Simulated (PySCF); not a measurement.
# SH⁺: script and output

File input.py (PySCF 2.14):

```python
from pyscf import gto, scf, cc

mol = gto.M(
    atom='H 0 0 0; S 0 0 1.405',
    basis='sbkjc',
    ecp={'S': 'sbkjc'},
    charge=1,
    spin=2,
    verbose=4,
)
mf = scf.UHF(mol)
mf.kernel()
mycc = cc.CCSD(mf)
mycc.kernel()
e = mycc.eeccsd(nroots=5)[0]
print('roots (eV) =', (e*27.211386).round(3))
mf.dip_moment()
print('orbital energies (hartree):', [e[max(0, n-3):n+3].round(4) for e, n in zip(mf.mo_energy, mol.nelec)])
```

```bash
$ python input.py
```

It prints (some set-up lines and the per-cycle HOMO/LUMO lines with their warnings removed):

```
PySCF version 2.14.0

[INPUT] verbose = 4
[INPUT] num. atoms = 2
[INPUT] num. electrons = 6
[INPUT] charge = 1
[INPUT] spin (= nelec alpha-beta = 2S) = 2
[INPUT] symmetry False subgroup None
[INPUT] Mole.unit = angstrom
[INPUT] Symbol           X                Y                Z      unit          X                Y                Z       unit  Magmom
[INPUT]  1 H      0.000000000000   0.000000000000   0.000000000000 AA    0.000000000000   0.000000000000   0.000000000000 Bohr   0.0
[INPUT]  2 S      0.000000000000   0.000000000000   1.405000000000 AA    0.000000000000   0.000000000000   2.655065205014 Bohr   0.0

nuclear repulsion = 2.25983150570818
number of shells = 6
number of NR pGTOs = 19
number of NR cGTOs = 10
basis = sbkjc
ecp = {'S': 'sbkjc'}

******** <class 'pyscf.scf.uhf.UHF'> ********
method = UHF
initial guess = minao
damping factor = 0
level_shift factor = 0
DIIS = <class 'pyscf.scf.diis.CDIIS'>
diis_start_cycle = 1
diis_space = 8
diis_damp = 0
SCF conv_tol = 1e-09
SCF conv_tol_grad = None
SCF max_cycles = 50
direct_scf = True
direct_scf_tol = 1e-13
number electrons alpha = 4  beta = 2
Set gradient conv threshold to 3.16228e-05
init E= -9.79651950139082

cycle= 1 E= -10.0469746397914  delta_E= -0.25  |g|= 0.274  |ddm|= 1.55
cycle= 2 E= -10.1220896810053  delta_E= -0.0751  |g|= 0.0469  |ddm|= 0.517
cycle= 3 E= -10.1244788647147  delta_E= -0.00239  |g|= 0.0169  |ddm|= 0.0826
cycle= 4 E= -10.1249630531569  delta_E= -0.000484  |g|= 0.00748  |ddm|= 0.0395
cycle= 5 E= -10.1251210727336  delta_E= -0.000158  |g|= 0.00348  |ddm|= 0.0251
cycle= 6 E= -10.1251706961881  delta_E= -4.96e-05  |g|= 0.000312  |ddm|= 0.024
cycle= 7 E= -10.1251709934094  delta_E= -2.97e-07  |g|= 3.09e-05  |ddm|= 0.00204
cycle= 8 E= -10.1251709946475  delta_E= -1.24e-09  |g|= 5.38e-06  |ddm|= 7.64e-05
cycle= 9 E= -10.1251709946964  delta_E= -4.89e-11  |g|= 7.93e-07  |ddm|= 2.06e-05
Extra cycle  E= -10.1251709946971  delta_E= -6.66e-13  |g|= 2.52e-07  |ddm|= 1.42e-06
converged SCF energy = -10.1251709946971  <S^2> = 2.0152477  2S+1 = 3.010148

******** <class 'pyscf.cc.uccsd.UCCSD'> ********
CC2 = 0
CCSD nocc = (np.int64(4), np.int64(2)), nmo = (10, 10)
max_cycle = 50
direct = 0
conv_tol = 1e-07
conv_tol_normt = 1e-06
diis_space = 6
diis_start_cycle = 0
diis_start_energy_diff = 1e+09
Init t2, MP2 energy = -0.0218019023224555
Init E_corr(UCCSD) = -0.021801902322514
cycle = 1  E_corr(UCCSD) = -0.0274899166030114  dE = -0.00568801428  norm(t1,t2) = 0.0355545
cycle = 2  E_corr(UCCSD) = -0.0295576851450114  dE = -0.00206776854  norm(t1,t2) = 0.0159057
cycle = 3  E_corr(UCCSD) = -0.0311093540051729  dE = -0.00155166886  norm(t1,t2) = 0.00841183
cycle = 4  E_corr(UCCSD) = -0.0311886037414202  dE = -7.92497362e-05  norm(t1,t2) = 0.00315767
cycle = 5  E_corr(UCCSD) = -0.0312366136059884  dE = -4.80098646e-05  norm(t1,t2) = 0.000901349
cycle = 6  E_corr(UCCSD) = -0.031232983573629  dE = 3.63003236e-06  norm(t1,t2) = 0.000208191
cycle = 7  E_corr(UCCSD) = -0.031233062939957  dE = -7.9366328e-08  norm(t1,t2) = 6.6669e-05
cycle = 8  E_corr(UCCSD) = -0.0312337537173381  dE = -6.90777381e-07  norm(t1,t2) = 1.47424e-05
cycle = 9  E_corr(UCCSD) = -0.031233857489885  dE = -1.03772547e-07  norm(t1,t2) = 3.90152e-06
cycle = 10  E_corr(UCCSD) = -0.0312337579270319  dE = 9.95628531e-08  norm(t1,t2) = 6.59026e-07
UCCSD converged
E(UCCSD) = -10.15640475262409  E_corr = -0.0312337579270319

******** <class 'pyscf.cc.eom_uccsd.EOMEESpinKeep'> ********
max_space = 20
max_cycle = 50
conv_tol = 1e-07
partition = None
EOM-CCSD root 0 E = 0.1453936228767994  qpwt = 0.974824  conv = True

******** <class 'pyscf.cc.eom_uccsd.EOMEESpinFlip'> ********
max_space = 20
max_cycle = 50
conv_tol = 1e-07
partition = None
EOM-CCSD root 0 E = 0.0002022101106411156  qpwt = 0.994691  conv = True
EOM-CCSD root 1 E = 0.06371805772783549  qpwt = 0.99321  conv = True
EOM-CCSD root 2 E = 0.06371806128493027  qpwt = 0.99321  conv = True
EOM-CCSD root 3 E = 0.09280987737359454  qpwt = 0.959384  conv = True
roots (eV) = [0.006 1.734 1.734 2.525 3.956]

WARN: System has nonzero charge 1; the dipole moment is origin-dependent.
Location of origin: [0. 0. 0.]

Dipole moment(X, Y, Z, Debye):  0.00000, -0.00000,  4.45399
orbital energies (hartree): [array([-0.8906, -0.8404, -0.8404, -0.1118,  0.1101,  0.1101]), array([-1.1899, -0.8319, -0.312 , -0.312 , -0.092 ])]
```

In short: E(SCF) = -10.125171 Eh, 9 cycles, E(CCSD) − E(SCF) = -0.03123 Eh, ⟨S²⟩ = 2.015, excitation roots 0.006, 1.734, 1.734, 2.525, 3.956 eV.

Wall time 1.1 s on one thread of a shared host.

The bond length is a typed value, not an optimised one. Spin-unrestricted EOM-EE roots include spin flips and other components of the reference, which can be negative or near zero. The dipole of an ion depends on the origin. No search for the lowest solution was made.
